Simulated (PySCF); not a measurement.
Process, species as SMILES: CSC + 2 [H][H] (H2) → 2 C (CH4) + S (H2S)
B3LYP-D3(BJ)/def2-TZVP geometries, fixed; electronic energies without zero-point terms.

Effect of the atomic grid (radial, angular points) at wB97M-V/def2-SVP with PySCF, against the last row, where the energy of full hydrogenation is -40.10 kcal/mol.

| setting | grid points, largest species | largest shift of a total energy (mEh) | shift of the energy of full hydrogenation (kcal/mol) |
|---|---|---|---|
| atom_grid: 30, 110, unpruned | 29704 | 0.817 | -0.182 |
| atom_grid: 50, 194, unpruned | 87304 | -0.021 | -0.023 |
| atom_grid: 75, 302, unpruned | 203856 | 0.001 | 0.000 |
| atom_grid: 99, 590, unpruned | 525696 | 0.000 | 0.000 |
| atom_grid: 150, 974, unpruned | 1314904 | 0.000 | 0.000 |

Within 0.02 kcal/mol in the energy of full hydrogenation: atom_grid: 75, 302, unpruned; atom_grid: 99, 590, unpruned. The largest shift is 0.817 mEh in a total energy and 0.182 kcal/mol in the difference.
